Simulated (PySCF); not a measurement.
Compound: ABN, C₇H₆N₂.
Geometry (PBE0-D3(BJ)/def2-TZVP, Å), atoms numbered from 1 in this order:
```xyz
15
C7H6N2 angstrom
N     -4.128   -0.254    0.097
C     -2.978   -0.182    0.064
C     -1.559   -0.090    0.020
C     -0.908    1.066    0.455
C      0.466    1.154    0.415
C      1.237    0.086   -0.060
N      2.603    0.189   -0.145
C      0.579   -1.070   -0.495
C     -0.795   -1.157   -0.456
H     -1.493    1.898    0.826
H      0.957    2.060    0.753
H      3.121   -0.669   -0.227
H      3.047    0.884    0.429
H      1.161   -1.906   -0.869
H     -1.291   -2.058   -0.794
```

Level: wB97X-D/pcSseg-2 in PySCF, non-relativistic, on one gas-phase PBE0-D3(BJ)/def2-TZVP geometry that isn't relaxed in the solvent. The solvent is an IEF-PCM continuum (Bondi radii, 1.10 Å for H, scaled by 1.2). Only the electrostatic response of the medium enters.

Gas phase at wB97X-D/pcSseg-2: HOMO -8.23 eV, LUMO 0.66 eV, dipole 6.84 D.

What does the continuum do to the energy, the frontier levels and the dipole at wB97X-D/pcSseg-2 in chloroform?

| solvent | ε | E(solvent) − E(gas) (kcal/mol) | polarisation term (kcal/mol) | distortion of the solute (kcal/mol) | HOMO (eV) | LUMO (eV) | dipole (D) |
| --- | --- | --- | --- | --- | --- | --- | --- |
| chloroform | 4.711 | -8.14 | -9.49 | 1.35 | -8.07 | 0.70 | 8.56 |

The polarisation term is half the interaction of the solute with the surface charges that it induces; the rest is the cost of distorting the solute's density. The sum is the electrostatic part of solvation alone.

Which radius a makes the point-dipole formula ΔE = −[(ε − 1)/(2ε + 1)]·μ²/a³ give the value in chloroform, with the gas-phase dipole?

μ = 2.689 au and |ΔE| = 0.01297 Eh give a = 3.09 Å; the farthest nucleus lies 4.14 Å from the centroid of the nuclei, so such a sphere wouldn't even hold the nuclei. The formula assumes a rigid point dipole at the centre of a sphere.

Give the dipole vector in the frame of the coordinates (D, pointing from negative to positive charge), gas and chloroform.

Gas (6.81, 0.12, 0.54), solvent (8.53, 0.16, 0.64). Its length changes by +25 % and its direction by less than 1°.

Hardware: 2 threads of an AMD EPYC, no GPU, shared host with 64 logical CPUs at a one-minute load of 61. Cost: 2.4 min wall, 5.5 min CPU, 2.8 GiB resident at most. This is the whole shielding run at wB97X-D/pcSseg-2 in chloroform, SCF included.

The pairwise dispersion term of wB97X-D wasn't added to the energies; at a given geometry it leaves orbitals and properties as they are.
